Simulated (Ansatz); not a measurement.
Two shapes of singlet HNO.

Shape 1:

```xyz
3

N     0.0000    0.3932   -0.3554
H     0.0000    1.1982    0.2123
O     0.0000   -0.4938    0.2845
```

Shape 2:

```xyz
3

N     0.0004    0.4374   -0.3870
H     0.0035    1.3105    0.2261
O     0.0044   -0.5300    0.3151
```

Basis set: cc-pVTZ (spherical functions). Frozen core: 2 orbitals. Charge 0, multiplicity 1.

Computed with Ansatz (development build ahead of 0.2.0); each method stands on the lowest determinant of its kind that the runs found.

Q: Which shape is lower in energy, and by how much in each method?

A:

| method | E(2) − E(1) (eV) |
| --- | --- |
| RHF | -0.332 |
| RHF-MP2 | -0.841 |

Shape 2 is lower. Caution: no unrestricted run beside it, a lower state can exist.
